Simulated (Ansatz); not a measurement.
Process, species as SMILES: N=C=O + 4 [H][H] (H2) → C (CH4) + N (NH3) + O (H2O)
B3LYP-D3(BJ)/def2-TZVP geometries, fixed; electronic energies without zero-point terms.
Largest species:
```
C
H 1 1.0892
H 1 1.0892 2 109.47
H 1 1.0892 2 109.47 3 120.00
H 1 1.0892 2 109.47 3 -120.00
```

Core correlation in the energy of full hydrogenation at CCSD(T) with Ansatz (a program for electronic structure), in kcal/mol: frozen core against all electrons. Core-valence sets carry the plain set on hydrogen. Costs are rough ratios of core time on shared machines of one kind.

| basis | functions, most | frozen core | all electrons | core term (second minus first) | cost over frozen core |
|---|---|---|---|---|---|
| cc-pVDZ | 47 | -68.55 | -69.04 | -0.49 | - |
| cc-pCVDZ | 59 | -68.47 | -68.80 | -0.33 | - |
| cc-pVTZ | 104 | -76.23 | -77.96 | -1.73 | 1× |
| cc-pCVTZ | 143 | -75.54 | -75.68 | -0.14 | 1× |
| cc-pwCVTZ | 143 | -75.27 | -75.39 | -0.12 | 1× |
| cc-pVQZ | 195 | -78.09 | -79.37 | -1.27 | 1× |
| cc-pwCVQZ | 282 | -77.80 | -77.89 | -0.09 | 1× |
| cc-pCVQZ | 282 | -77.87 | -77.98 | -0.11 | 1× |

The largest core-valence set, cc-pCVQZ, gives a core term of -0.11 kcal/mol; the valence set cc-pVQZ, which lacks functions for the core, gives -1.27.
